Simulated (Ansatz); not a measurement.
TlPt: a prediction, then the measurements

Computed with DFT PBE, scalar-relativistic, plane waves, PAW (Ansatz 0.2.0).

Settings: cutoff 420 eV, Γ-centred mesh 6×6×8 on the computed 6-atom cell, Gaussian smearing of 0.10 eV; no spin polarisation.

Relaxed structure, symmetry kept:

```
Tl Pt
1.0
     6.58714    0.00000    0.00000
    -3.29357    5.70463    0.00000
     0.00000    0.00000    3.98073
Tl Pt
3 3
Direct
  0.50000 0.00000 0.00000
  0.50000 0.50000 0.00000
  0.00000 0.50000 0.00000
  0.00000 0.00000 0.00000
  0.33333 0.66667 0.50000
  0.66667 0.33333 0.50000
```

```json
{"Space group": "P6/mmm (No. 191)", "Volume per atom": "168.2 bohr³", "Formation energy from the elements' standard states (uncorrected)": "+0.538 eV/atom", "Kohn–Sham band gap": "none (metal)", "Density of states at the Fermi level": "3.69 states/eV per cell", "Löwdin character within 0.5 eV of the Fermi level": "Pt 5d 44 %, Tl 6p 22 %, Pt 6s 20 %, Tl 6s 12 %", "Bulk modulus": "42 GPa", "Its pressure derivative": "8.9", "Bader charges (e)": "Tl (3 in the cell) 0.47, Pt (1 in the cell) -0.44, Pt (2 in the cell) -0.48"}
```

Spin-orbit coupling is left out, which matters for the bands of heavy elements.

**Experimental background.**

“Fantastic flat bands and where to find them: The CoSn-type compounds”, 2020, arxiv:2005.14119 reports, for a powder of TlPt at 15 K: lattice constant a 5.60172 ± 0.00005 Å; lattice constant c 4.62755 ± 0.00003 Å.

A measured lattice constant a of TlPt is 5.60172 Å (15 K; powder; the paper above); the calculated 6.587 Å misses it by +17.6 %. So large a difference can come from the functional (as between layers that it hardly binds), but also from another choice of axes, another phase or a misread value. Against the measured lattice constant c of TlPt, 4.62755 Å (15 K; powder; the paper above), the calculated 3.981 Å is off by -14.0 %. The calculation is for 0 K without zero-point motion.